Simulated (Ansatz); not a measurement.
Input file:

```yaml
crystal:
  periodic: [false, false, false]
  atoms:
    - {symbol: As, position_ang: [0.038104, 0.021288, 0.947857]}
    - {symbol: As, position_ang: [-0.013654, -0.032889, -0.963675]}
    - {symbol: H, position_ang: [-1.302369, 0.728981, 1.101462]}
    - {symbol: H, position_ang: [-0.585780, -1.358509, 1.100889]}
    - {symbol: H, position_ang: [0.070807, 1.491864, -1.026578]}
basis:
  gaussian: {orbitals: cc-pVDZ}
magnetization: {spin_polarized: false, initial_magnetization: 1}
correlation: {method: ccsd_t, electrons: outside_noble_gas}
scf: {lower_state_search: off}
output: {forces: true}
```

```sh
$ ansatz run in.yaml --threads 1 --pin off --events-out ev --progress --plain --max-ram 2393MiB
```

Output:

```
these checks for a lower state are left out or cut short: starts, cluster_reference, orbital_swaps, neighbouring_geometries, increment
787 factors; integrals over basis functions are off by at most 1.1e-3 eV
mean field evaluation 1: about -121632.8454 eV, gradient 1.1e1 eV
mean field evaluation 2: about -121632.8479 eV, gradient 1.1e1 eV
mean field evaluation 4: about -121633.6215 eV, gradient 1.6e0 eV
mean field evaluation 8: about -121633.6529 eV, gradient 1.3e-3 eV
mean field -121633.65289906 eV, -4469.9542977892 hartree, gradient 1.4e-6 eV, S^2 0.750000; 0 other end points of the search recorded, 0 dependent functions left out
28 core orbitals not correlated: weight in the atoms' cores, before any rotation towards them, 0.999 or more for the frozen orbitals, at most 0.001 for the correlated occupied ones
reference -121633.65289906 eV, -4469.9542977892 hartree; 7, 6 occupied and 34, 35 virtual orbitals, 787 factors
second order -5.70818747 eV of doubles, -0.06709362 eV of singles
cycle   1  -6.46996739 eV  change   -6.9e-1 eV  update   7.0e-2
cycle   2  -6.73029196 eV  change   -2.6e-1 eV  update   2.5e-2
cycle   3  -6.75347768 eV  change   -2.3e-2 eV  update   9.9e-3
cycle   4  -6.75172925 eV  change    1.7e-3 eV  update   5.0e-3
cycle   5  -6.75126474 eV  change    4.6e-4 eV  update   2.2e-3
cycle   6  -6.75132173 eV  change   -5.7e-5 eV  update   8.0e-4
cycle   7  -6.75149462 eV  change   -1.7e-4 eV  update   3.9e-4
cycle   8  -6.75153413 eV  change   -4.0e-5 eV  update   2.0e-4
cycle   9  -6.75148763 eV  change    4.6e-5 eV  update   8.8e-5
cycle  10  -6.75150938 eV  change   -2.2e-5 eV  update   3.7e-5
cycle  11  -6.75150495 eV  change    4.4e-6 eV  update   1.5e-5
cycle  12  -6.75150350 eV  change    1.5e-6 eV  update   6.0e-6
cycle  13  -6.75149881 eV  change    4.7e-6 eV  update   2.2e-6
cycle  14  -6.75149866 eV  change    1.5e-7 eV  update   7.8e-7
perturbative correction -0.19480153 eV, -0.0071588243 hartree
the calculation of the forces begins
Total energy: -121640.59919925 eV, -4470.2095696130 hartree
Atom 0 at     0.038104     0.021288     0.947857 Å, force    -0.085519     0.045355    15.578821 eV/Å
Atom 1 at    -0.013654    -0.032889    -0.963675 Å, force     0.108735    -0.229729   -16.371981 eV/Å
Atom 2 at    -1.302369     0.728981     1.101462 Å, force    -0.186430     0.246425     0.652800 eV/Å
Atom 3 at    -0.585780    -1.358509     1.100889 Å, force     0.098833    -0.214663     0.495571 eV/Å
Atom 4 at     0.070807     1.491864    -1.026578 Å, force     0.064380     0.152613    -0.355211 eV/Å
Dipole moment:    -0.092327     0.044185     0.135378 e Å
Checks for a lower state left out: starts, cluster_reference, orbital_swaps, neighbouring_geometries, increment
```

Forces (eV/Å):
```
As   -0.086   0.045  15.579
As    0.109  -0.230 -16.372
H    -0.186   0.246   0.653
H     0.099  -0.215   0.496
H     0.064   0.153  -0.355
```

Ran on 1 thread of Arm Neoverse V1, shared host: 10 s wall, 0.22 GiB peak host memory.
